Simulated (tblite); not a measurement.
A geometry optimisation, step by step.

BH4P (charge -1 and doublet state).
Bonds: B1–P2. Hydrogens: H3, H4 on B1; H5, H6 on P2.

Computed with GFN2-xTB (tblite), gas phase: L-BFGS steps from a force-field or distance-geometry start until the largest atomic force falls under 0.01 eV/Å. 14 of its 40 geometries are shown.

Step 0: E = -160.4907 eV, largest atomic force 0.933 eV/Å
```
atom  x, y, z in Å  |  force x, y, z in eV/Å
B1     -0.938   -0.115    0.228    0.526   0.586  -0.213
P2      0.903    0.218    0.679   -0.751  -0.453  -0.317
H3     -1.521    0.921    0.178   -0.468   0.207   0.548
H4     -1.010   -0.650   -0.837   -0.085  -0.567  -0.111
H5      1.333   -1.133    0.349    0.180   0.738  -0.163
H6      1.235    0.760   -0.618    0.597  -0.512   0.256
```

Step 3: E = -160.7285 eV, largest atomic force 1.045 eV/Å
```
atom  x, y, z in Å  |  force x, y, z in eV/Å
B1     -0.905   -0.051    0.176   -0.728  -0.011  -0.749
P2      0.832    0.186    0.658    0.405   0.633   0.362
H3     -1.578    0.938    0.250   -0.223  -0.202   0.322
H4     -1.025   -0.713   -0.838   -0.270  -0.034   0.244
H5      1.358   -1.056    0.324    0.166  -0.248  -0.162
H6      1.321    0.697   -0.592    0.650  -0.138  -0.017
```

Step 6: E = -160.9048 eV, largest atomic force 0.550 eV/Å
```
atom  x, y, z in Å  |  force x, y, z in eV/Å
B1     -0.937    0.034    0.039    0.361   0.101   0.156
P2      0.804    0.231    0.651    0.151  -0.092  -0.521
H3     -1.683    0.914    0.370   -0.098  -0.443  -0.116
H4     -1.098   -0.789   -0.816   -0.364   0.224   0.057
H5      1.400   -1.011    0.293   -0.278  -0.158   0.399
H6      1.516    0.624   -0.558    0.229   0.368   0.025
```

Step 9: E = -161.0082 eV, largest atomic force 0.363 eV/Å
```
atom  x, y, z in Å  |  force x, y, z in eV/Å
B1     -0.912    0.073   -0.002    0.053  -0.092  -0.079
P2      0.830    0.270    0.582   -0.010  -0.279   0.050
H3     -1.746    0.824    0.402    0.066  -0.071   0.047
H4     -1.198   -0.777   -0.798   -0.019   0.116   0.010
H5      1.377   -1.045    0.340   -0.166   0.296   0.129
H6      1.652    0.657   -0.546    0.076   0.029  -0.157
```

Step 12: E = -161.0169 eV, largest atomic force 0.131 eV/Å
```
atom  x, y, z in Å  |  force x, y, z in eV/Å
B1     -0.907    0.071   -0.009   -0.009  -0.016  -0.001
P2      0.830    0.259    0.581   -0.038   0.112   0.056
H3     -1.743    0.811    0.408    0.073  -0.027   0.054
H4     -1.207   -0.769   -0.798   -0.017  -0.012  -0.086
H5      1.365   -1.030    0.352   -0.015  -0.020   0.018
H6      1.666    0.661   -0.555    0.006  -0.038  -0.042
```

Step 15: E = -161.0195 eV, largest atomic force 0.107 eV/Å
```
atom  x, y, z in Å  |  force x, y, z in eV/Å
B1     -0.906    0.066   -0.013    0.021  -0.013   0.002
P2      0.827    0.270    0.586    0.025   0.006  -0.104
H3     -1.733    0.802    0.420   -0.023   0.008   0.045
H4     -1.213   -0.766   -0.811    0.024   0.024  -0.036
H5      1.357   -1.026    0.362    0.007   0.011   0.051
H6      1.672    0.656   -0.565   -0.054  -0.036   0.043
```

Step 18: E = -161.0216 eV, largest atomic force 0.087 eV/Å
```
atom  x, y, z in Å  |  force x, y, z in eV/Å
B1     -0.904    0.060   -0.013   -0.077   0.036  -0.020
P2      0.827    0.280    0.576    0.010  -0.043   0.005
H3     -1.726    0.795    0.434   -0.030  -0.031   0.006
H4     -1.213   -0.759   -0.829    0.040   0.056   0.010
H5      1.352   -1.022    0.378    0.059   0.014   0.035
H6      1.666    0.647   -0.567   -0.002  -0.032  -0.037
```

Step 21: E = -161.0242 eV, largest atomic force 0.113 eV/Å
```
atom  x, y, z in Å  |  force x, y, z in eV/Å
B1     -0.911    0.066   -0.024    0.066   0.049   0.037
P2      0.825    0.288    0.560   -0.059   0.027   0.092
H3     -1.730    0.780    0.462   -0.045  -0.040  -0.032
H4     -1.209   -0.743   -0.849   -0.016   0.037  -0.019
H5      1.361   -1.012    0.404    0.059  -0.064   0.016
H6      1.667    0.625   -0.576   -0.006  -0.009  -0.094
```

Step 24: E = -161.0297 eV, largest atomic force 0.176 eV/Å
```
atom  x, y, z in Å  |  force x, y, z in eV/Å
B1     -0.917    0.078   -0.032    0.174  -0.025  -0.014
P2      0.819    0.307    0.545    0.122   0.011   0.050
H3     -1.741    0.731    0.513   -0.113   0.012  -0.011
H4     -1.197   -0.683   -0.906   -0.061   0.009  -0.025
H5      1.389   -1.004    0.481   -0.025   0.033  -0.014
H6      1.650    0.573   -0.622   -0.097  -0.040   0.015
```

Step 27: E = -161.0340 eV, largest atomic force 0.070 eV/Å
```
atom  x, y, z in Å  |  force x, y, z in eV/Å
B1     -0.905    0.080   -0.027   -0.026   0.023  -0.008
P2      0.830    0.315    0.548    0.041   0.011   0.005
H3     -1.754    0.709    0.524    0.022  -0.046  -0.018
H4     -1.187   -0.643   -0.936   -0.004   0.012   0.017
H5      1.406   -1.004    0.517   -0.020   0.056  -0.036
H6      1.613    0.545   -0.649   -0.013  -0.056   0.040
```

Step 30: E = -161.0350 eV, largest atomic force 0.055 eV/Å
```
atom  x, y, z in Å  |  force x, y, z in eV/Å
B1     -0.904    0.087   -0.033    0.005   0.015   0.011
P2      0.833    0.323    0.545   -0.050   0.019  -0.011
H3     -1.758    0.691    0.538    0.025  -0.032  -0.018
H4     -1.186   -0.627   -0.950    0.014   0.020   0.028
H5      1.411   -0.993    0.532   -0.004  -0.018  -0.004
H6      1.608    0.522   -0.655    0.009  -0.005  -0.006
```

Step 33: E = -161.0353 eV, largest atomic force 0.013 eV/Å
```
atom  x, y, z in Å  |  force x, y, z in eV/Å
B1     -0.903    0.091   -0.035    0.004   0.001  -0.004
P2      0.832    0.330    0.539    0.002   0.002   0.000
H3     -1.759    0.675    0.548   -0.004   0.000   0.004
H4     -1.185   -0.612   -0.960    0.012  -0.001   0.004
H5      1.414   -0.989    0.548   -0.010  -0.003  -0.002
H6      1.605    0.507   -0.663   -0.004   0.001  -0.002
```

Step 36: E = -161.0353 eV, largest atomic force 0.019 eV/Å
```
atom  x, y, z in Å  |  force x, y, z in eV/Å
B1     -0.903    0.091   -0.035   -0.012   0.013   0.008
P2      0.832    0.330    0.540    0.011  -0.003   0.002
H3     -1.759    0.676    0.547    0.000  -0.005  -0.001
H4     -1.182   -0.613   -0.958    0.005  -0.008  -0.006
H5      1.411   -0.990    0.546   -0.007   0.002   0.000
H6      1.603    0.508   -0.662    0.003   0.001  -0.004
```

Step 39: E = -161.0353 eV, largest atomic force 0.003 eV/Å
```
atom  x, y, z in Å  |  force x, y, z in eV/Å
B1     -0.902    0.093   -0.035   -0.001   0.000   0.003
P2      0.833    0.330    0.540    0.000   0.000   0.000
H3     -1.760    0.675    0.548    0.000  -0.001  -0.001
H4     -1.179   -0.615   -0.957    0.000   0.000  -0.001
H5      1.408   -0.990    0.545    0.000   0.000   0.000
H6      1.604    0.508   -0.663    0.001   0.000  -0.001
```

Problem. Summarise the path.

Solution. The energy falls by 52.55 kJ/mol from step 0 to step 39; nine tenths of that is first reached at step 8. It never rises by more than 0.2 meV. The largest force goes from 0.933 to 0.003 eV/Å. Among the bonds B1–P2 changes most, from 1.925 to 1.844 Å; the atoms move by 0.345 Å rms after alignment.

Problem. Follow the three bonds and two angles with the largest change from start to end.

Solution. 
| step | E above end (kJ/mol) | largest force (eV/Å) | B1–P2 (Å) | P2–H5 (Å) | P2–H6 (Å) | P2–B1–H4 (°) | H3–B1–H4 (°) |
| --- | --- | --- | --- | --- | --- | --- | --- |
| 0 | 52.55 | 0.933 | 1.925 | 1.456 | 1.445 | 110.1 | 108.9 |
| 2 | 34.33 | 1.662 | 1.798 | 1.384 | 1.435 | 112.7 | 114.7 |
| 3 | 29.61 | 1.045 | 1.819 | 1.390 | 1.435 | 112.7 | 116.4 |
| 5 | 16.27 | 0.469 | 1.856 | 1.410 | 1.451 | 114.4 | 127.2 |
| 7 | 7.95 | 0.611 | 1.853 | 1.442 | 1.461 | 118.0 | 126.0 |
| 8 | 4.12 | 0.492 | 1.851 | 1.453 | 1.455 | 119.9 | 122.3 |
| 10 | 2.12 | 0.205 | 1.844 | 1.431 | 1.453 | 121.1 | 119.5 |
| 12 | 1.78 | 0.131 | 1.844 | 1.414 | 1.467 | 121.4 | 119.5 |
| 14 | 1.60 | 0.100 | 1.846 | 1.415 | 1.478 | 122.0 | 119.8 |
| 15 | 1.53 | 0.107 | 1.845 | 1.417 | 1.479 | 122.4 | 119.8 |
| 17 | 1.39 | 0.076 | 1.841 | 1.419 | 1.471 | 122.9 | 119.9 |
| 19 | 1.26 | 0.078 | 1.842 | 1.416 | 1.459 | 122.8 | 120.4 |
| 20 | 1.18 | 0.096 | 1.843 | 1.415 | 1.456 | 122.6 | 120.8 |
| 22 | 0.93 | 0.148 | 1.846 | 1.418 | 1.454 | 122.2 | 121.5 |
| 24 | 0.54 | 0.176 | 1.844 | 1.432 | 1.457 | 122.0 | 121.7 |
| 25 | 0.35 | 0.151 | 1.842 | 1.439 | 1.456 | 122.1 | 121.3 |
| 27 | 0.13 | 0.070 | 1.843 | 1.439 | 1.449 | 122.4 | 120.2 |
| 29 | 0.06 | 0.068 | 1.845 | 1.436 | 1.444 | 122.5 | 120.1 |
| 31 | 0.02 | 0.036 | 1.845 | 1.438 | 1.441 | 122.6 | 120.0 |
| 32 | 0.01 | 0.017 | 1.845 | 1.440 | 1.440 | 122.6 | 120.0 |
| 34 | 0.01 | 0.011 | 1.844 | 1.441 | 1.440 | 122.6 | 119.9 |
| 36 | 0.00 | 0.019 | 1.843 | 1.441 | 1.440 | 122.5 | 120.0 |
| 37 | 0.00 | 0.020 | 1.843 | 1.441 | 1.440 | 122.4 | 120.0 |
| 39 | 0.00 | 0.003 | 1.844 | 1.440 | 1.440 | 122.3 | 120.1 |

What follows is the cost of the whole relaxation. Time: under 0.1 s of wall time. Hardware: Arm Neoverse V1, one thread, shared host with 32 logical CPUs at a one-minute load of 7.7.
